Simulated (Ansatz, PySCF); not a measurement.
Bond stretch in HF, singlet. Each curve is given relative to its own lowest point near equilibrium.

| R / Å | A | B | C |
|---|---|---|---|
| 0.74 | 1.741 | 1.604 | 1.848 |
| 0.78 | 0.977 | 0.866 | 1.053 |
| 0.84 | 0.307 | 0.240 | 0.343 |
| 0.86 | 0.179 | 0.129 | 0.204 |
| 0.89 | 0.055 | 0.030 | 0.068 |
| 0.92 | 0.000 | 0.000 | 0.005 |
| 0.95 | 0.000 | 0.025 | 0.000 |
| 0.96 | 0.010 | 0.044 | 0.010 |
| 1.03 | 0.194 | 0.284 | 0.200 |
| 1.08 | 0.412 | 0.540 | 0.434 |
| 1.14 | 0.732 | 0.902 | 0.787 |
| 1.25 | 1.404 | 1.641 | 1.551 |
| 1.40 | 2.354 | 2.668 | 2.384 |
| 1.48 | 2.843 | 3.189 | 2.632 |
| 1.65 | 3.797 | 4.194 | 2.930 |
| 1.85 | 4.754 | 5.191 | 3.084 |
| 2.02 | 5.426 | 5.890 | 3.146 |
| 2.28 | 6.237 | 6.732 | 3.190 |
| 2.48 | 6.714 | 7.226 | 3.207 |
| 2.75 | 7.203 | 7.729 | 3.220 |
| 3.23 | 7.755 | 8.296 | 3.231 |
| 3.63 | 8.015 | 8.568 | 3.234 |

Energies in eV.

Q: Match the curves with the methods restricted B3LYP/6-31G*, spherical d (PySCF); restricted PBE0/def2-SVP run with Ansatz (a first-principles code); PySCF with unrestricted Hartree-Fock/3-21G.

A: A is RKS-B3LYP/6-31G*; B is RKS-PBE0; C is UHF/3-21G.

The restricted form behind RKS-B3LYP/6-31G*, RKS-PBE0 keeps the bonding electrons paired and can't separate into open-shell fragments. The unrestricted determinant behind UHF/3-21G is spin-contaminated at 1.40 to 3.63 Å (<S²> up to 1.0, against 0.00 for a pure singlet).
